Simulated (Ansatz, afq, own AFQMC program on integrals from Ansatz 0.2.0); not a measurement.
**H2O + CH2, triplet: a scan with AFQMC**

```yaml
atoms:
  - { symbol: O, position_ang: [-1.0723, -0.0291, 0.0000] }
  - { symbol: H, position_ang: [-1.3216, 0.8974, 0.0000] }
  - { symbol: H, position_ang: [-0.1128, -0.0291, 0.0000] }
  - { symbol: C, position_ang: [1.2667, -0.0291, 0.0000] }
  - { symbol: H, position_ang: [1.6811, -0.0291, 0.9962] }
  - { symbol: H, position_ang: [1.6811, -0.0291, -0.9962] }
```

A hydrogen atom is moved from one rigid fragment to the other; the O1–H3 distance tells how far. The two fragments are held close together, so this isn't a minimum-energy path and the start is a compressed complex. Energies in mEh count from this geometry (0.960 Å) at the same level; the start stands on UHF, each point on the determinant named.

Basis cc-pVTZ. Only valence electrons are correlated. Ansatz 0.2.0 and our own AFQMC program on the same integrals; the CISD trial comes from CCSD amplitudes, and released means the phaseless constraint is let go. ± is one standard error of the sampling.

Cautions, each for one point or more: lower spins were not checked.

```json
{"r(O1–H3) / Å": "1.042", "det.": "UHF", "T1": "0.014", "weight": "0.88", "⟨S²⟩": "2.03", "CCSD(T)": "1.3", "ph-AFQMC/CISD": "0.6 ± 0.3", "MP2": "2.4", "r2SCAN": "-1.6"}
{"r(O1–H3) / Å": "1.084", "det.": "UHF", "T1": "0.014", "weight": "0.88", "⟨S²⟩": "2.04", "CCSD(T)": "3.3", "ph-AFQMC/CISD": "3.3 ± 0.3", "MP2": "5.6", "r2SCAN": "-0.9"}
{"r(O1–H3) / Å": "1.125", "det.": "UHF", "T1": "0.015", "weight": "0.88", "⟨S²⟩": "2.04", "CCSD(T)": "5.5", "ph-AFQMC/CISD": "5.5 ± 0.3", "MP2": "9.4", "r2SCAN": "0.3"}
{"r(O1–H3) / Å": "1.166", "det.": "UHF", "T1": "0.017", "weight": "0.88", "⟨S²⟩": "2.05", "CCSD(T)": "7.7", "ph-AFQMC/CISD": "7.2 ± 0.3", "MP2": "13.2", "r2SCAN": "1.8"}
{"r(O1–H3) / Å": "1.249", "det.": "UHF", "T1": "0.020", "weight": "0.88", "⟨S²⟩": "2.04", "CCSD(T)": "12.0", "ph-AFQMC/CISD": "11.5 ± 0.3", "MP2": "19.9", "r2SCAN": "6.3"}
```

Weight is that of the determinant in the CISD state; at the start T1 is 0.013 and the weight 0.89, and ⟨S²⟩ is 2.02. Largest departures from phaseless AFQMC with a CISD trial: CCSD(T) 0.7 mEh at 1.042 (on UHF), MP2 8.4 mEh at 1.249 (on UHF), r2SCAN -5.4 mEh at 1.166. The walk's constraint bias lies outside its error bars, so these are departures and not errors. Functionals count only at points shown to share the start's state and spin.

Some points may be missing: those where a free walk finds a much lower state, and past Zn most of those on another determinant than at the start.

A walk keeps the symmetry of its determinant, which the program's search chose and which needn't be the lowest solution, so a lower state of the same spin and another symmetry isn't excluded.
